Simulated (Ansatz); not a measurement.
System: rock-salt EuS. Method: PBEsol (plane waves, hard PAW; Ansatz, a program for electronic structure).

Settings: plane-wave cutoff 660 eV, 12×12×12 k mesh, Fermi–Dirac smearing 0.05 eV, no spin polarisation, no spin polarisation.

Computed at the level's own relaxed cell.

Q: Predict the volume per atom and lattice constant a.

A: 
- volume per atom = 20.62 Å³/atom
- lattice constant a = 5.484 Å

Measured, for comparison: equilibrium volume per atom 26.60 Å³/atom (room temperature, not corrected to a static lattice; as tabulated in Sci. Rep., doi 10.1038/s41598-022-05321-9); lattice constant a 5.97 ± 0.02 Å (room temperature, not corrected to a static lattice, our sources range from 5.956 to 5.970; as tabulated in Sci. Rep., doi 10.1038/s41598-022-05321-9). Computed (rounded) less measured: equilibrium volume per atom -22.5 %, lattice constant a -8.1 % (-7.9 % to -8.1 % over the range).

Note: the run has no spin polarisation, so it can have missed a magnetic state; the 4f shell is treated without U or exact exchange, so its levels and filling can be wrong.

Spin–orbit coupling is not included.

It cost about 8 core-minutes (a rough figure) of CPU time.
